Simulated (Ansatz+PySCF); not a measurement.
Results of a calculation; reference values are marked as such.
```yaml
atoms:
  - { symbol: N, position_ang: [0.0000, 0.0000, -1.0978] }
  - { symbol: N, position_ang: [0.0000, 0.0000, 1.0978] }
```

UHF on singlet N2 was run in several spherical basis sets with Ansatz (development build ahead of 0.2.0). Caution for UHF: the determinant breaks the point group; the determinant may break the point group; the unrestricted determinant is a mixture of spin states.

Problem. Rank the basis sets by the total energy that they give, lowest first, with the distance from the lowest.
A. 6-31G
B. cc-pVDZ
C. STO-3G

Solution. B (0.00 eV), A (0.36 eV), C (36.45 eV).

Totals follow the description of the cores as much as that of the bonds, so this order isn't one of quality for chemistry.
